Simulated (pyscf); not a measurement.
Four-centre exchange: `[OH][PH2]` + `[OH2]` -> `[OH][PH2]` + `[OH2]`

Gas phase, singlet surface, charge 0. Bonds broken: P1–O6, O2–H7. Bonds formed: P1–O2, O6–H7. Single points on ωB97X-D3(BJ)/def2-SVP structures (PySCF, gas phase). MP2 and CC: frozen core, UHF for open shells. ΔMP2 is the change of the MP2 total energy from the triple- to the quadruple-zeta basis.

Transition state (Å):

```xyz
8

P     -0.6811     0.6822     0.5350
O     -1.0608    -1.0752    -0.3741
H      0.6501     1.1924     0.6022
H     -0.7628     1.1217    -0.8420
H     -0.5894    -1.1673    -1.2136
O      0.1565    -0.8548     1.4998
H     -0.4492    -1.4124     0.4901
H     -0.3379    -0.9510     2.3251
```

One imaginary mode, 850i cm⁻¹; descent along it reached the two sides named, in the forms told below.

```
bond   change  reactant side (Å)  saddle  product side
-----  ------  -----------------  ------  ------------
P1–O6  breaks              1.690   1.999           3.1
O2–H7  breaks              0.971   1.111         2.000
P1–O2   forms                3.5   2.015         1.681
O6–H7   forms              1.939   1.303         0.969
```

Electronic energies relative to the separated reactants (kcal/mol):

```
level                             barrier  reaction energy  reverse barrier
--------------------------------  -------  ---------------  ---------------
ωB97X-D3(BJ)/def2-TZVP               42.1              0.0             42.1
PBE/def2-TZVP                        33.5              0.0             33.5
r²SCAN/def2-TZVP                     37.0              0.0             37.0
B3LYP-D3(BJ)/def2-TZVP               40.1              0.0             40.1
PBE0-D3(BJ)/def2-TZVP                38.7              0.0             38.7
M06-2X/def2-TZVP                     41.9              0.0             41.9
ωB97M-D3(BJ)/def2-TZVP               41.5              0.0             41.5
HF/def2-TZVP                         64.4              0.0             64.4
MP2/def2-QZVPP                       42.8              0.0             42.8
CCSD/def2-TZVPP                      48.4              0.0             48.4
CCSD(T)/def2-TZVPP                   44.7              0.0             44.7
CCSD(T)/def2-TZVPP + ΔMP2(QZVPP)     44.7              0.0             44.7
```

With CCSD(T)/def2-TZVPP + ΔMP2(QZVPP) energies and thermal terms (ideal gas, 1 atm, RRHO with modes under 100 cm⁻¹ raised to 100, one conformer, R ln 2 for chiral ones without a mode under 150 cm⁻¹), in kcal/mol:

```tsv
T (K)	ΔH‡	ΔG‡	ΔH	ΔG
298	43.8	54.2	0.0	0.0
600	43.8	64.7	0.0	0.0
900	44.3	75.0	0.0	0.0
1200	45.1	85.2	0.0	0.0
```

On the reactant side the descent ends in a complex, 4.7 kcal/mol under the separated species and 46.8 kcal/mol under the saddle at ωB97X-D3(BJ)/def2-TZVP. On the product side the descent ends in a complex, 4.4 kcal/mol under the separated species and 46.5 kcal/mol under the saddle at ωB97X-D3(BJ)/def2-TZVP. Another saddle between the same species, by other bonds, lies lower (37.9 kcal/mol against 41.5 kcal/mol at ωB97M-D3(BJ)/def2-TZVP). The CCSD(T) − MP2 part came from Ansatz, without density fitting, on the same reference.
